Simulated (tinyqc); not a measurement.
Worked calculation: CCD on RHF in the sto-3g basis, for OH-, spin multiplicity 1. The basis has no diffuse functions, so it cannot describe the extra electron: this is an exercise in the method, not the real anion. Computed by tinyqc, a small Python program that keeps every step (integrals from PySCF). Settings: charge = -1, multiplicity = 1, basis = sto-3g, method = RHF, energy threshold = 1e-10, iteration cap = 80, orthogonalisation = canonical, start = Wolfsberg-Helmholz matrix, DIIS depth = 6, amplitude equations = CCD, DIIS depth for amplitudes = 4, cap on updates = 69. Command: `OMP_NUM_THREADS=1 python tinyqc.py 22006 22007 out.jsonl` (the two numbers bound the seeds that draw the settings). One thread of a shared host (Intel(R) Xeon(R) Processor @ 2.60GHz), about 0.09 s of CPU time with the checks. The early iterations of the SCF are left out here.

## One-electron integrals

Geometry (angstrom):
```
atom         x         y         z
O     0.000000  0.000000  0.000000
H     0.000000  0.000000  1.241000
```

Basis sto-3g: exponents (1/bohr^2) and contraction coefficients of normalised primitives:
```
element  l (shell)    exponent  coefficient
O            s (1)  130.709320     0.154329
O            s (1)   23.808861     0.535328
O            s (1)    6.443608     0.444635
O            s (2)    5.033151    -0.099967
O            s (2)    1.169596     0.399513
O            s (2)    0.380389     0.700115
O            p (3)    5.033151     0.155916
O            p (3)    1.169596     0.607684
O            p (3)    0.380389     0.391957
H            s (1)    3.425251     0.154329
H            s (1)    0.623914     0.535328
H            s (1)    0.168855     0.444635
```

Overlap, kinetic and nuclear-attraction integrals over the contracted functions; the nuclear repulsion is the sum of Za Zb / Rab.

nuclear repulsion = 3.41129548 hartree

overlap S, order 1O 1s, 1O 2s, 1O 2px, 1O 2py, 1O 2pz, 2H 1s:
```
[[1.000000, 0.236704, 0.000000, 0.000000, 0.000000, 0.027556],
 [0.236704, 1.000000, 0.000000, 0.000000, 0.000000, 0.309596],
 [0.000000, 0.000000, 1.000000, 0.000000, 0.000000, 0.000000],
 [0.000000, 0.000000, 0.000000, 1.000000, 0.000000, 0.000000],
 [0.000000, 0.000000, 0.000000, 0.000000, 1.000000, 0.286791],
 [0.027556, 0.309596, 0.000000, 0.000000, 0.286791, 1.000000]]
```

kinetic energy T (hartree), order 1O 1s, 1O 2s, 1O 2px, 1O 2py, 1O 2pz, 2H 1s:
```
[[29.003200, -0.168011, 0.000000, 0.000000, 0.000000, -0.008485],
 [-0.168011, 0.808128, 0.000000, 0.000000, 0.000000, 0.031288],
 [0.000000, 0.000000, 2.528731, 0.000000, 0.000000, 0.000000],
 [0.000000, 0.000000, 0.000000, 2.528731, 0.000000, 0.000000],
 [0.000000, 0.000000, 0.000000, 0.000000, 2.528731, 0.114746],
 [-0.008485, 0.031288, 0.000000, 0.000000, 0.114746, 0.760032]]
```

nuclear attraction V (hartree), order 1O 1s, 1O 2s, 1O 2px, 1O 2py, 1O 2pz, 2H 1s:
```
[[-61.044867, -7.284013, 0.000000, 0.000000, -0.009235, -0.866999],
 [-7.284013, -9.477526, 0.000000, 0.000000, -0.114969, -2.158780],
 [0.000000, 0.000000, -9.382888, 0.000000, 0.000000, 0.000000],
 [0.000000, 0.000000, 0.000000, -9.382888, 0.000000, 0.000000],
 [-0.009235, -0.114969, 0.000000, 0.000000, -9.448662, -1.761771],
 [-0.866999, -2.158780, 0.000000, 0.000000, -1.761771, -4.597539]]
```

core Hamiltonian H = T + V (hartree), order 1O 1s, 1O 2s, 1O 2px, 1O 2py, 1O 2pz, 2H 1s:
```
[[-32.041667, -7.452024, 0.000000, 0.000000, -0.009235, -0.875484],
 [-7.452024, -8.669398, 0.000000, 0.000000, -0.114969, -2.127492],
 [0.000000, 0.000000, -6.854157, 0.000000, 0.000000, 0.000000],
 [0.000000, 0.000000, 0.000000, -6.854157, 0.000000, 0.000000],
 [-0.009235, -0.114969, 0.000000, 0.000000, -6.919930, -1.647025],
 [-0.875484, -2.127492, 0.000000, 0.000000, -1.647025, -3.837507]]
```

## Two-electron integrals

Functions are numbered as in S; the eight-fold symmetry (ij|kl) = (ji|kl) = (kl|ij) leaves the list below.

Two-electron integrals (ij|kl) in chemists' order, unique and non-zero (hartree):
```
(11|11) 4.785065   (21|11) 0.741380   (21|21) 0.136873   (22|11) 1.118947
(22|21) 0.256633   (22|22) 0.817206   (31|31) 0.024477   (32|31) 0.037809
(32|32) 0.180518   (33|11) 1.115814   (33|21) 0.256684   (33|22) 0.817023
(33|33) 0.880159   (41|41) 0.024477   (42|41) 0.037809   (42|42) 0.180518
(43|43) 0.047444   (44|11) 1.115814   (44|21) 0.256684   (44|22) 0.817023
(44|33) 0.785270   (44|44) 0.880159   (51|51) 0.024477   (52|51) 0.037809
(52|52) 0.180518   (53|53) 0.047444   (54|54) 0.047444   (55|11) 1.115814
(55|21) 0.256684   (55|22) 0.817023   (55|33) 0.785270   (55|44) 0.785270
(55|55) 0.880159   (61|11) 0.087221   (61|21) 0.015986   (61|22) 0.029848
(61|33) 0.029792   (61|44) 0.029792   (61|51) 0.000712   (61|52) 0.001350
(61|55) 0.029966   (61|61) 0.001890   (62|11) 0.241173   (62|21) 0.056136
(62|22) 0.201605   (62|33) 0.197996   (62|44) 0.197996   (62|51) 0.004192
(62|52) 0.033912   (62|55) 0.208620   (62|61) 0.006697   (62|62) 0.064962
(63|31) 0.005508   (63|32) 0.033373   (63|53) 0.006791   (63|63) 0.008643
(64|41) 0.005508   (64|42) 0.033373   (64|54) 0.006791   (64|64) 0.008643
(65|11) 0.186196   (65|21) 0.043856   (65|22) 0.168221   (65|33) 0.160858
(65|44) 0.160858   (65|51) 0.008341   (65|52) 0.059701   (65|55) 0.182753
(65|61) 0.005429   (65|62) 0.065970   (65|65) 0.074916   (66|11) 0.421175
(66|21) 0.099576   (66|22) 0.412288   (66|33) 0.397117   (66|44) 0.397117
(66|51) 0.008505   (66|52) 0.097599   (66|55) 0.442160   (66|61) 0.011940
(66|62) 0.177767   (66|65) 0.206297   (66|66) 0.774606
```

## Orthogonalisation

S = U s U^T; canonical form X = U s^(-1/2), so that X^T S X = 1. Each column of U has its largest component positive (the first on a tie).

eigenvalues of S: [0.549160, 0.841891, 1.000000, 1.000000, 1.136977, 1.471971]

X, order 1O 1s, 1O 2s, 1O 2px, 1O 2py, 1O 2pz, 2H 1s:
```
[[0.360648, 0.726828, 0.000000, 0.000000, -0.574767, 0.271134],
 [-0.788476, -0.447399, 0.000000, 0.000000, -0.364969, 0.479633],
 [0.000000, 0.000000, 0.991699, 0.128578, 0.000000, 0.000000],
 [0.000000, 0.000000, -0.128578, 0.991699, 0.000000, 0.000000],
 [-0.554993, 0.593536, 0.000000, 0.000000, 0.581979, 0.318339],
 [0.872458, -0.327218, 0.000000, 0.000000, 0.277966, 0.523890]]
```

Within a degenerate level the vectors are fixed only up to a rotation; this is one choice.

## Iteration 6 (converged): orbitals

converged F (hartree), order 1O 1s, 1O 2s, 1O 2px, 1O 2py, 1O 2pz, 2H 1s:
```
[[-19.478795, -4.989874, 0.000000, 0.000000, -0.016011, -0.593593],
 [-4.989874, -1.804445, 0.000000, 0.000000, 0.009883, -0.454185],
 [0.000000, 0.000000, 0.194301, 0.000000, 0.000000, 0.000000],
 [0.000000, 0.000000, 0.000000, 0.194301, 0.000000, 0.000000],
 [-0.016011, 0.009883, 0.000000, 0.000000, 0.537433, -0.258836],
 [-0.593593, -0.454185, 0.000000, 0.000000, -0.258836, 0.070657]]
```

Diagonalise F' = X^T F X, C = X C', fill 5 alpha and 5 beta electrons from the bottom; D = 2 C_occ C_occ^T. Each column has its largest component positive (the first on a tie).

F' = X^T F X (hartree):
```
[[-0.081122, -2.701378, 0.000000, 0.000000, 2.137269, -1.337540],
 [-2.701378, -6.978459, 0.000000, 0.000000, 7.833737, -4.550249],
 [0.000000, 0.000000, 0.194301, 0.000000, 0.000000, 0.000000],
 [0.000000, 0.000000, 0.000000, 0.194301, 0.000000, 0.000000],
 [2.137269, 7.833737, 0.000000, 0.000000, -8.376716, 5.391135],
 [-1.337540, -4.550249, 0.000000, 0.000000, 5.391135, -3.553984]]
```

orbital energies (hartree): [-19.487125, -0.582141, 0.082070, 0.194301, 0.194301, 0.996914]

coefficients C, order 1O 1s, 1O 2s, 1O 2px, 1O 2py, 1O 2pz, 2H 1s:
```
[[0.994569, -0.251004, 0.079509, 0.000000, 0.000000, -0.061033],
 [0.022490, 0.956162, -0.402996, 0.000000, 0.000000, 0.328563],
 [0.000000, 0.000000, 0.000000, 0.991982, 0.126377, 0.000000],
 [0.000000, 0.000000, 0.000000, -0.126377, 0.991982, 0.000000],
 [0.001860, 0.002708, 0.485775, 0.000000, 0.000000, 0.929706],
 [-0.004044, 0.179578, 0.764760, 0.000000, 0.000000, -0.776438]]
```

D after iteration 6, order 1O 1s, 1O 2s, 1O 2px, 1O 2py, 1O 2pz, 2H 1s:
```
[[2.116984, -0.499348, 0.000000, 0.000000, 0.079588, 0.023418],
 [-0.499348, 2.154315, 0.000000, 0.000000, -0.386268, -0.273161],
 [0.000000, 0.000000, 2.000000, 0.000000, 0.000000, 0.000000],
 [0.000000, 0.000000, 0.000000, 2.000000, 0.000000, 0.000000],
 [0.079588, -0.386268, 0.000000, 0.000000, 0.471977, 0.743961],
 [0.023418, -0.273161, 0.000000, 0.000000, 0.743961, 1.234246]]
```

Within a degenerate level the vectors are fixed only up to a rotation; this is one choice.

## Convergence

Stop when the energy changes by less than 1e-10 hartree and every element of the error matrix X^T (F D S - S D F) X is below 3e-06.

Course of the cycle:
```
iteration   E (hartree)     change  largest element of the error matrix
1          -73.46300458          -                             5.21e-01
2          -74.04775959  -5.85e-01                             7.94e-02
3          -74.05071045  -2.95e-03                             1.65e-02
4          -74.05085118  -1.41e-04                             2.05e-04
5          -74.05085123  -4.95e-08                             1.88e-06
6          -74.05085123  -3.21e-12                             1.55e-07
```

PySCF RHF in the same basis = -74.05085123 hartree

Converged in 6 iterations.

## Integrals over molecular orbitals

(pq|rs) = sum C_ip C_jq C_kr C_ls (ij|kl), one index at a time.

one-electron integrals over orbitals h = C^T H C (hartree):
```
[[-32.025010, 0.612264, -0.186493, 0.000000, 0.000000, 0.145344],
 [0.612264, -7.145372, 0.678164, 0.000000, 0.000000, -0.726103],
 [-0.186493, 0.678164, -4.984858, 0.000000, 0.000000, -1.552003],
 [0.000000, 0.000000, 0.000000, -6.854157, 0.000000, 0.000000],
 [0.000000, 0.000000, 0.000000, 0.000000, -6.854157, 0.000000],
 [0.145344, -0.726103, -1.552003, 0.000000, 0.000000, -5.739948]]
```

Two-electron integrals over orbitals (pq|rs), unique and non-zero (hartree):
```
(11|11) 4.747507    (21|11) -0.451330   (21|21) 0.067302    (22|11) 1.056618
(22|21) -0.018744   (22|22) 0.741779    (31|11) 0.142029    (31|21) -0.021131
(31|22) 0.007197    (31|31) 0.013443    (32|11) -0.175665   (32|21) 0.006173
(32|22) -0.066402   (32|31) 0.009272    (32|32) 0.118133    (33|11) 0.674180
(33|21) -0.005594   (33|22) 0.561853    (33|31) -0.000399   (33|32) 0.023540
(33|33) 0.615505    (41|41) 0.025945    (42|41) 0.034504    (42|42) 0.159682
(43|41) -0.009958   (43|42) -0.040483   (43|43) 0.028444    (44|11) 1.115354
(44|21) -0.013181   (44|22) 0.772328    (44|31) 0.004181    (44|32) -0.096517
(44|33) 0.541955    (44|44) 0.880159    (51|51) 0.025945    (52|51) 0.034504
(52|52) 0.159682    (53|51) -0.009958   (53|52) -0.040483   (53|53) 0.028444
(54|54) 0.047444    (55|11) 1.115354    (55|21) -0.013181   (55|22) 0.772328
(55|31) 0.004181    (55|32) -0.096517   (55|33) 0.541955    (55|44) 0.785270
(55|55) 0.880159    (61|11) -0.109746   (61|21) 0.016698    (61|22) -0.002678
(61|31) 0.006748    (61|32) 0.020656    (61|33) -0.004855   (61|44) -0.003118
(61|55) -0.003118   (61|61) 0.025295    (62|11) 0.146344    (62|21) -0.004201
(62|22) 0.076921    (62|31) 0.016007    (62|32) 0.053403    (62|33) 0.001086
(62|44) 0.080915    (62|55) 0.080915    (62|61) 0.023853    (62|62) 0.111633
(63|11) 0.308648    (63|21) -0.004696   (63|22) 0.158064    (63|31) -0.002431
(63|32) -0.107364   (63|33) -0.013660   (63|44) 0.180442    (63|55) 0.180442
(63|61) -0.008572   (63|62) 0.019288    (63|63) 0.184559    (64|41) 0.007346
(64|42) 0.030001    (64|43) 0.014690    (64|64) 0.037973    (65|51) 0.007346
(65|52) 0.030001    (65|53) 0.014690    (65|65) 0.037973    (66|11) 0.943276
(66|21) -0.011612   (66|22) 0.675140    (66|31) 0.010194    (66|32) 0.002209
(66|33) 0.609158    (66|44) 0.669787    (66|55) 0.669787    (66|61) 0.008534
(66|62) 0.077171    (66|63) 0.077790    (66|66) 0.707039
```

## CCD: starting amplitudes

t_ij^ab = <ij||ab> / (e_i + e_j - e_a - e_b), whose energy is MP2.

Starting amplitudes (spin orbitals 1a, 1b, ...; amplitudes related by a flip of all spins are not repeated):
```
from      to          t
3a 3b  6a 6b  -0.100869
2a 2b  6a 6b  -0.035348
5a 5b  6a 6b  -0.023656
4a 4b  6a 6b  -0.023656
2a 3b  6a 6b  -0.007734
1a 2b  6a 6b  -0.001081
1a 1b  6a 6b  -0.000617
1a 3b  6a 6b   0.000401
```

correlation energy = -0.02473117 hartree

## CCD: amplitude update 1

t_ij^ab D_ij^ab are set to the remaining terms of the spin-orbital equations, evaluated with the old amplitudes; for the doubles these are <ij||ab> + 1/2 <ab||ef> t_ij^ef + 1/2 <mn||ij> t_mn^ab + P(ij)P(ab) <mb||ej> t_im^ae + terms in t^2, D the orbital-energy denominators.

Amplitudes after update 1 (spin orbitals 1a, 1b, ...; amplitudes related by a flip of all spins are not repeated):
```
from      to          t
3a 3b  6a 6b  -0.137204
2a 2b  6a 6b  -0.040639
5a 5b  6a 6b  -0.032589
4a 4b  6a 6b  -0.032589
2a 3b  6a 6b  -0.010368
1a 2b  6a 6b  -0.000994
1a 1b  6a 6b  -0.000501
1a 3b  6a 6b   0.000290
```

correlation energy = -0.03279886 hartree

## CCD: convergence

E_corr = 1/4 sum <ij||ab> t_ij^ab; stop when the norm of the change is below 1e-8.

Course of the amplitude iterations:
```
update  correlation energy (hartree)  norm of the change
0                        -0.02473117                   -
1                        -0.03279886            7.80e-02
2                        -0.03545816            2.85e-02
3                        -0.03693942            1.15e-02
4                        -0.03694057            2.32e-03
5                        -0.03695270            5.81e-04
6                        -0.03694921            4.98e-05
7                        -0.03694891            1.33e-05
8                        -0.03694923            2.88e-06
9                        -0.03694924            3.56e-07
10                       -0.03694924            1.23e-07
11                       -0.03694924            5.42e-08
12                       -0.03694924            1.41e-09
```

Converged amplitudes (spin orbitals 1a, 1b, ...; amplitudes related by a flip of all spins are not repeated):
```
from      to          t
3a 3b  6a 6b  -0.157678
5a 5b  6a 6b  -0.042133
4a 4b  6a 6b  -0.042133
2a 2b  6a 6b  -0.037218
2a 3b  6a 6b  -0.011300
1a 2b  6a 6b  -0.000900
1a 1b  6a 6b  -0.000462
1a 3b  6a 6b   0.000190
```

CCD total energy = -74.08780047 hartree

Converged in 12 updates, with DIIS from the third.
